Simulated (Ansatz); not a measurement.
Two shapes of singlet CF₄.

Shape 1:

```xyz
5

C     0.0393   -0.0309   -0.0016
F     0.7939    0.7959    0.7572
F     0.7448   -0.7668   -0.7124
F    -0.7321    0.7442   -0.7985
F    -0.7794   -0.7377    0.8000
```

Shape 2:

```xyz
5

C     0.0340   -0.0751    0.0025
F     0.7849    0.8154    0.7964
F     0.7849   -0.7605   -0.6936
F    -0.7330    0.7757   -0.8302
F    -0.8165   -0.7592    0.7873
```

Basis set: STO-3G (spherical functions). Left uncorrelated: 5 orbitals. Charge 0, multiplicity 1.

Computed with Ansatz (development build ahead of 0.2.0); each method stands on the lowest determinant of its kind that the runs found.

Which shape is lower in energy, and by how much in each method?

```json
{"method": "RHF", "E(2) − E(1) (eV)": "0.167"}
{"method": "RHF-MP2", "E(2) − E(1) (eV)": "0.028"}
```

Shape 1 is lower.
